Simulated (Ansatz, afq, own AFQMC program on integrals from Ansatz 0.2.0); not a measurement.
Where AFQMC and coupled cluster stand for SiNH$_{2}$, quartet

```xyz
4

Si    0.0095   -0.1038    0.6022
N    -0.0872    0.1443   -1.1807
H     0.2656    1.1829    1.3191
H     0.6831   -0.2976   -1.6914
```

Connectivity, by distances: SiH–NH.

Basis cc-pVDZ. Noble-gas cores (and the filled d shells of Ga–Kr and In–Xe) are frozen. Integrals, coupled cluster, full CI and functionals: Ansatz 0.2.0; the random walks run on the same integrals in our own AFQMC program. The CISD trial takes its coefficients from CCSD amplitudes. Released means that phaseless walkers are propagated on without the constraint, phases kept. Free projection: walkers drawn from exp(T), propagated without any constraint. Its projection time is finite, and what remains of the start isn't in its error. Uncertainties: one standard error, sampling alone.

Determinant: UHF, the one that the program's search chose, which needn't be the lowest solution. The geometry is a PBE0/def2-TZVP stationary point of this or a neighbouring charge and spin state.

No full CI on the walks' own integrals is used here; CCSDT(Q) serves as the reference and is uncertain by about the last step of the cluster series.

Cautions: another spin lies lower.

* T1 diagnostic: 0.0231
* weight of the determinant in the CISD state: 0.893
* ⟨S²⟩ of the determinant: 3.765
* size of the correlated space: 11 electrons in 36 orbitals

Reference: CCSDT(Q), correlation energy -6.391 eV. The released energy is read at 2.40 1/Eh (meV from the phaseless value at times in 1/Eh: -3.2 ± 2.2 at 0.24, -8.4 ± 2.1 at 0.51, -8 ± 3 at 0.99, -10 ± 3 at 1.62, -13 ± 4 at 2.40).

```tsv
level	E − E(reference) (kcal/mol)	share of correlation (%)
HF	147.39	0.00
MP2	24.35	83.48
CCSD	4.62	96.87
CCSD(T)	0.95	99.36
CCSDT	0.29	99.80
ph-AFQMC/HF	0.38 ± 0.59	99.75
ph-AFQMC/CISD	0.26 ± 0.08	99.82
released AFQMC	-0.04 ± 0.10	100.03
free AFQMC	0.07 ± 0.05	99.95
```

Free projections are given only where their last times agree within the noise and don't stop above the reference; a slow remainder of the start can still hide under it. Released energies are given only where the last usable release times agree within the noise; a slower fall can still hide under it.
